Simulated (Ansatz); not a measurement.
Saddle point of CH4ClS (charge -1), singlet ([CH₃Cl ([CH3][Cl]) + HS]⁻ → [CH₄S ([CH3][SH]) + Cl]⁻; bonds formed: C2–S3; bonds broken: Cl1–C2), PBE0-D4/def2-TZVPD structure:

| atom | x (Å) | y (Å) | z (Å) |
| --- | --- | --- | --- |
| Cl1 | -1.3472 | 0.9624 | 2.0819 |
| C2 | -0.3265 | 0.0427 | 0.3707 |
| S3 | 0.8471 | -1.0235 | -1.6009 |
| H4 | -0.5957 | 0.8177 | -0.3202 |
| H5 | -0.9076 | -0.8599 | 0.3924 |
| H6 | 0.6418 | 0.0475 | 0.8323 |
| H7 | 1.6881 | 0.0131 | -1.7563 |

Energies are electronic, without zero-point energy. Barriers and step energies count from the start structure reached by relaxing down the imaginary mode; all methods use the PBE0-D4 structures, on which another method's saddle can fall below an end. Computed with Ansatz 0.2.0 (basis: def2-TZVPPD, with def2-QZVPPD for the basis limit); correlated methods freeze the cores. B3LYP uses VWN-RPA correlation. Extrapolation: Hartree–Fock as exp(−7.88 √X), correlation as X^−2.97.

```tsv
method	barrier (kcal/mol)	step energy (kcal/mol)
SPW92	2.38	-27.62
PBE-D4	2.34	-25.01
BLYP-D4	0.81	-23.76
r2SCAN-D4	3.23	-25.19
B97M-V	?	-23.97
PBE0-D4	6.17	-25.48
B3LYP-D4	4.21	-24.39
r2SCAN0-D4	6.50	-25.37
BHLYP-D4	?	-24.44
CAM-B3LYP-D4	7.98	-24.98
wB97X-V	10.14	-24.82
wB97M-V	8.98	-23.93
B2PLYP	6.10	-23.94
PBE-QIDH	8.86	-25.33
RPA on PBE	?	-22.74
HF	12.97	-20.65
MP2	9.54	-24.77
CCSD	10.42	-23.03
CCSD(T)	8.41	-23.35
```

Fill in the withheld barriers. (An estimate is asked for; the value comes from the calculation.)

By the calculation: B97M-V 6.10; RPA on PBE 5.76; BHLYP-D4 8.20 kcal/mol. Each is the energy of the saddle less that of the start structure, by the same method.

For comparison, the barrier by CCSD(T) at an estimated basis limit (MP2 extrapolated from triple and quadruple zeta, plus CCSD(T) − MP2 in triple zeta) is 8.62 kcal/mol.

The T1 diagnostic stays at or below 0.018.

Labels in which every atom is bracketed show which atoms are joined, not bond orders.

For scale, one of the runs: CCSD(T)/def2-TZVPPD, 207 basis functions, launched by `ansatz run in.yaml --threads 2 --pin off --events-out ev --progress --plain --max-ram 4352MiB`. The run took 63 s on 2 CPU threads of an Intel Xeon Platinum 8259CL (shared host), with 2.6 GiB of host memory at its peak.
